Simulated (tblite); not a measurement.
Run record: tight-binding relaxation, formyl chloride, `O=CCl`.

Computed with GFN2-xTB geometry optimisation, gas phase (tblite 0.8.0). Start geometry: from a force field or distance geometry. A driver script takes a list of jobs; this job's settings line and coordinates (Å) are shown.

Command:
```bash
OMP_NUM_THREADS=1 python probes_run.py task.json out
```

Input:
```
{"job": {"kind": "relax", "xc": "GFN2-xTB", "basis": "xTB"}, "charge": 0, "multiplicity": 1}
O     -0.876000    -0.936700    -0.004700
C     -0.147600     0.023400    -0.011000
Cl     1.612900    -0.098700    -0.003900
H     -0.579100     1.016800    -0.003200
```

Output:
```
step      E/eV     max force
  0    -305.77786    2.187
  1    -305.77816    3.154
  2    -305.83207    0.554
  3    -305.84526    0.420
  4    -305.86052    0.228
  5    -305.86126    0.108
  6    -305.86218    0.128
  7    -305.86241    0.081
  8    -305.86252    0.025
  9    -305.86253    0.012
 10    -305.86254    0.008
```

«max force» is the largest atomic force in eV/Å.

**Question.** From which step on does the largest force stay under 0.1 eV/Å, and how much energy is left to gain from there?

**Answer.** From step 7 (0.081 eV/Å), 0.1 meV above the end.

In short: energy lowered by 2.0 kcal/mol over 10 steps; largest atomic force 0.008 eV/Å at the end.

**Question.** Give the final coordinates.

**Answer.** 0.050 Å rms from the input after alignment:
```
atom  x, y, z in Å
O1    -0.8603   -0.9617   -0.0068
C2    -0.1741   -0.0015   -0.0058
Cl3    1.5617   -0.0721   -0.0051
H4    -0.5170    1.0400   -0.0051
```

Run on an Arm Neoverse V2 with one thread, on a shared host.
Labels such as C1 count atoms from 1, the log's own numbers from 0.
